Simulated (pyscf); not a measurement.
A first-order saddle from PySCF, ωB97X-D3(BJ)/def2-SVP:

```
Al
H 1 1.5907
H 1 1.6631 2 107.47
C 3 1.7579 1 84.69 2 -103.58
H 4 1.0954 3 86.26 1 -121.91
C 4 1.4050 5 117.88 3 -111.40
H 6 1.0942 4 119.19 5 -2.79
H 6 1.0948 7 117.24 4 154.62
C 4 1.5067 5 116.02 3 92.38
H 9 1.0984 4 112.12 5 -42.39
H 9 1.1001 10 108.97 4 123.07
H 9 1.1029 10 108.93 11 117.52
C 1 1.9648 2 128.23 3 136.94
H 13 1.1030 1 111.77 2 -61.54
H 13 1.1034 14 107.26 1 -122.66
H 13 1.1035 14 107.19 15 -115.08
```
Charge 0, spin multiplicity 1.

Surface: singlet, charge 0. Lowest wavenumbers (cm⁻¹): 730i, 94, 123, 152, 209.

**Question.** Name the species on either side of this saddle.

**Answer.** H₃C–AlH₂ + H₂C=CH–CH₃ <-> H₃C–CH₂–CH₂–AlH–CH₃, an addition across a multiple bond or ene-type step read from left to right: Al–H broken and C–H, Al–C formed. At ωB97M-D3(BJ)/def2-TZVP it lies -0.01 eV from the left side and +1.29 eV from the right (each side as separated species at their lowest minima found). On the reactant side the descent ends in a bound adduct, 0.66 eV under the separated species and 0.54 eV under the saddle at ωB97X-D3(BJ)/def2-TZVP. At ωB97M-D3(BJ) the saddle lies under the separated reactants, which points to a path from their complex (located at ωB97X-D3(BJ) alone). At the saddle there is also a short Al–C contact that neither side keeps. At ωB97X-D3(BJ) the barrier from the zero used here is -0.12 eV. H₃C–CH₂–CH₂–AlH–CH₃ lies 0.43 eV over its isomer H₃C–CH₂–Al(CH₃)–CH₃, and others may lie lower still (electronic energy, ωB97M-D3(BJ)). This is the saddle that the search found; another between the same sides may lie lower.
